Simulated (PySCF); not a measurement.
hydrogen fluoride (FH), SMILES F. Atoms are numbered in the order given.

```xyz
2

F      0.0000     0.0000    -0.0925
H      0.0000     0.0000     0.8329
```
Charge 0, spin multiplicity 1.

Coordinates come from a B3LYP-D3(BJ)/def2-TZVPD optimisation.

These are ωB97X/def2-TZVPD run with PySCF values and carry that method's errors.

ESP charges are fitted to the potential on shells at 1.4 to 2.0 van der Waals radii. Atomic charges (e):

```csv
atom,ESP fit,meta-Löwdin
F1,-0.43,…
H2,0.43,…
```

Question: Fill in the missing entries. (The exact figures need the calculation; the answer reports its results.)

Answer: 
- F1, meta-Löwdin: -0.44
- H2, meta-Löwdin: 0.44
